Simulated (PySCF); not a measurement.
C3H5FS.
Cartesian coordinates in Å at the PBE0-D3(BJ)/def2-SVP level; atoms count from 1:
```xyz
10
C3H5FS angstrom
F      0.1684    1.1138   -1.3962
C     -0.0930    0.6567   -0.1350
C      1.1140    0.1310    0.6301
S      0.0303   -1.1122    1.4431
C     -0.9089   -0.6273   -0.0617
H     -0.5894    1.4613    0.4334
H      1.6348    0.8262    1.3025
H      1.8337   -0.3552   -0.0472
H     -0.6764   -1.2961   -0.9053
H     -1.9966   -0.5347    0.0616
```

Method: PySCF, TDDFT CAM-B3LYP/def2-SVPD, vertical, gas phase, core orbitals frozen in the response.

Ground-to-excited transition dipoles (e·a0, same axes as the geometry; the sign carries no meaning), for the states with f of 0.002 or more among the lowest 8:

```
state  E (eV)      μx     μy      μz
   S2   6.021  -0.161  0.339   0.099
   S3   6.577  -0.163  0.190   0.268
   S4   6.857   0.050  0.267  -0.440
   S5   7.529   0.129  0.048   0.044
   S6   7.649   0.424  0.158   0.146
   S7   7.919   0.021  0.056  -0.123
   S8   8.338  -0.230  0.139   0.519
```

Question: What oscillator strength does each state have?

Answer: f = (2/3) ΔE |μ|² with ΔE in hartree (27.2114 eV).

```tsv
state	|μ|² (au)	|μ| (D)	f
S2	0.150	0.99	0.022
S3	0.134	0.93	0.022
S4	0.267	1.31	0.045
S5	0.021	0.37	0.004
S6	0.226	1.21	0.042
S7	0.019	0.35	0.004
S8	0.342	1.49	0.070
```

Question: The point group is Cs. Which irreducible representation does each state belong to?

Answer: Polarised normal to the mirror plane, so A″: S5 and S6. Polarised in the mirror plane, so A′: S2, S3, S4, S7 and S8.

Question: What angle do the transition dipoles of S3 and S6 make?

Answer: |cos θ| = |μa·μb| / (|μa| |μb|) = 0.00, so θ ≈ 90° (taken between 0 and 90°, since the signs are arbitrary).

All these states lie below the vertical ionisation energy of 9.12 eV (ΔSCF).

One conformer stands for the species.
